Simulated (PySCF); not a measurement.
**Potential energy of MgS⁺ along the bond**

Set-up: PySCF, no relativity, basis sets Mg pcseg-2, S pcseg-2. Energies in eV from Mg⁺ + S in their ground configurations at the same level. State: ²Π (doublet), unpaired electrons π ↑.

All columns are r²SCAN. A positive dipole points towards S; it is taken about the centre of mass and depends on that origin.

| R (Å) | E (eV) | μ (D) | Mulliken charge on Mg (basis-dependent) | HOMO (eV) | LUMO (eV) | Mayer bond order | ⟨S²⟩ |
| --- | --- | --- | --- | --- | --- | --- | --- |
| 1.936 | -1.128 | -8.12 | 1.08 | -11.93 | -10.88 | 1.40 | 0.76 |
| 2.026 | -1.612 | -8.45 | 1.09 | -11.70 | -10.64 | 1.36 | 0.76 |
| 2.116 | -1.876 | -8.76 | 1.10 | -11.49 | -10.43 | 1.32 | 0.76 |
| 2.183 | -1.968 | -8.97 | 1.11 | -11.35 | -10.28 | 1.29 | 0.76 |
| 2.251 | -1.992 | -9.17 | 1.12 | -11.22 | -10.15 | 1.26 | 0.76 |
| 2.318 | -1.964 | -9.35 | 1.13 | -11.10 | -10.02 | 1.24 | 0.76 |
| 2.409 | -1.868 | -9.55 | 1.13 | -10.96 | -9.88 | 1.20 | 0.77 |
| 2.521 | -1.687 | -9.74 | 1.13 | -10.82 | -9.94 | 1.15 | 0.79 |
| 2.656 | -1.425 | -9.81 | 1.12 | -10.70 | -10.14 | 1.07 | 0.85 |
| 2.836 | -1.068 | -9.70 | 1.10 | -10.61 | -10.25 | 0.91 | 1.00 |

A fit through these points gives, at Re = 2.245 Å, μ = -9.15 D and dμ/dR = -2.83 D/Å; the reduced mass is 13.7 u.

Task: How strong is the fundamental in the double-harmonic approximation, I = 42.26·(dμ/dR)²/μred km/mol?

Result: I = 42.26·(-2.83)²/13.7 = 24.7 km/mol at r²SCAN.

⟨S²⟩ of the unrestricted solution departs from its pure value on part of the curve, where spin states mix. For an ion De counts to the pair picked by the measured ionisation energies or electron affinities, which need not be the lowest pair at this level. The state was picked by a PBE0 search and need not be the measured ground state.
